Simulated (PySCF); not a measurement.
Geometry:
| atom | x (Å) | y (Å) | z (Å) |
| --- | --- | --- | --- |
| C1 | 2.379 | -0.375 | 0.310 |
| C2 | 1.245 | -0.327 | -0.110 |
| C3 | -0.133 | -0.254 | -0.571 |
| C4 | -1.059 | 0.338 | 0.481 |
| F5 | -2.340 | 0.353 | -0.001 |
| H6 | 3.390 | -0.423 | 0.669 |
| H7 | -0.195 | 0.358 | -1.487 |
| H8 | -0.498 | -1.259 | -0.839 |
| H9 | -1.028 | -0.264 | 1.404 |
| H10 | -0.755 | 1.369 | 0.728 |

PySCF 2.14.0 with density-fitted response routines calculation with spin–spin couplings from B3LYP/pcJ-1 (spin–dipole term only in couplings to heteroatoms), structure optimised with PBE0-D3(BJ)/def2-SVP and GIAO B97-2/pcSseg-2 shieldings; no solvent model, single conformer, no relativistic terms, one averaged value for each set of equivalent atoms.

Problem. List the cross peaks expected in HSQC, COSY and HMBC spectra.

Solution. 

HSQC (one-bond C–H):
| δH | δC | 1J(C,H) (Hz) |
| --- | --- | --- |
| 4.33 (H9/H10) | 84.3 (C4) | 158 |
| 2.59 (H7/H8) | 23.7 (C3) | 139 |
| 1.67 (H6) | 74.3 (C1) | 273 |

COSY cross peaks (|J| ≥ 2 Hz):
| δH | δH | abs. J (Hz) | bonds |
| --- | --- | --- | --- |
| 4.33 (H9/H10) | 2.59 (H7/H8) | 8.7 | 3 |
| 2.59 (H7/H8) | 1.67 (H6) | 4.2 | 4 |

HMBC (two and three bonds, |J| ≥ 2.5 Hz):
| δH | δC [abs. J in Hz] |
| --- | --- |
| 2.59 (H7/H8) | 84.3 (C4) [8.1], 80.8 (C2) [11.5], 74.3 (C1) [5.2] |
| 1.67 (H6) | 80.8 (C2) [52.4], 23.7 (C3) [3.8] |

References, each an isolated molecule treated in the same way: 1H (σ = 31.36 ppm), 13C (σ = 183.46 ppm) vs TMS.

Common functionals overestimate the size of one-bond C–F couplings by tens of Hz; these are unscaled. Unscaled 3J(H,H) at this level run about 10 % above measured values. Shifts are as computed. Against solution values, carbons near 30 ppm lie about +4 ppm off and those near 130 ppm about +7 ppm. Of 1211 compounds with measured shifts, 218 miss one by over three times the rms of a fit or turn the order of signals round; such compounds aren't used in these exercises. Vicinal H,H couplings across rotating CH2–CH2 and CH–CH2 bonds are estimated from the computed gauche and anti values for equal rotamer populations, (2 J gauche + J anti)/3. 3J across rotatable bonds or in flexible rings reflects this conformer alone.
